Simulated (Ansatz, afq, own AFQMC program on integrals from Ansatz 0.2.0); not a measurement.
**NH$_{4}$⁺, singlet in 6-31G, levels against full CI**

```xyz
5

N     0.0780   -0.0781    0.0787
H     0.6684    0.5142    0.6689
H    -0.5149   -0.6663    0.6704
H    -1.9072    1.9092   -1.9243
H     0.6696   -0.6718   -0.5089
```

Basis 6-31G. Noble-gas cores (and the filled d shells of Ga–Kr and In–Xe) are frozen. AFQMC by an in-house program on the Cholesky factors that Ansatz 0.2.0 writes for its CCSD(T) run. ph-AFQMC/CISD is guided by a CISD state made of CCSD amplitudes; releasing the constraint for a short imaginary time cuts its bias at the price of noise, slowly where states lie close. ± is one standard error of the sampling.

Determinant: RHF, the one that the program's search chose, which needn't be the lowest solution. The geometry is a point of a scan.

Full CI on the same integrals is exact in this basis and with this determinant's frozen core.

Cautions: restricted determinant unstable towards unrestricted (UHF 3.39 eV lower, ⟨S²⟩ 1.00); strong correlation (T1 0.278, weight of the determinant 0.64, largest double 1.31); (T) is large, 77 % of the CCSD correlation; CCSD(T) is in doubt: in a space of 8 electrons in 8 natural orbitals full CI lies 3.39 eV above it; the CCSDT(Q) amplitudes may be one of several solutions (largest double 1.49); the CCSDTQ amplitudes may be one of several solutions (largest double 1.49); the next higher spin lies close (full CI puts it 35 meV above); trial from another cluster root.

```
T1 diagnostic                               : 0.2783
weight of the determinant in the CISD state : 0.639
size of the correlated space                : 8 electrons in 16 orbitals
```

```csv
level,correlation energy (eV)
MP2,-4.3404
CCSD,-5.9269
CCSD(T),-10.4849
```

Q: Estimate where phaseless AFQMC with a CISD trial lies against CCSD(T) on the same integrals.

A: 397.19 ± 0.45 mEh above CCSD(T).

Reference: full CI, correlation energy -6.282 eV. The cautions show a poor starting determinant, so the rows tell how each method copes with it here, and full CI is the sure value.

| level | E − E(reference) (mEh) | share of correlation (%) |
| --- | --- | --- |
| CCSD(T) | -154.45 | 166.90 |
| CCSDT | 0.59 | 99.74 |
| CCSDT(Q) | -0.83 | 100.36 |
| CCSDTQ | 0.08 | 99.97 |
| ph-AFQMC/HF | 35.18 ± 1.70 | 84.76 |
| ph-AFQMC/CISD | 242.74 ± 0.45 | -5.15 |

CCSDT and higher add their correlation energy to the determinant of the CCSD(T) run, since their own runs factorise the integrals more tightly (a shift of under 2 meV). A walk keeps the symmetry of its determinant, which the program's search chose and which needn't be the lowest solution, so a lower state of the same spin and another symmetry isn't excluded.
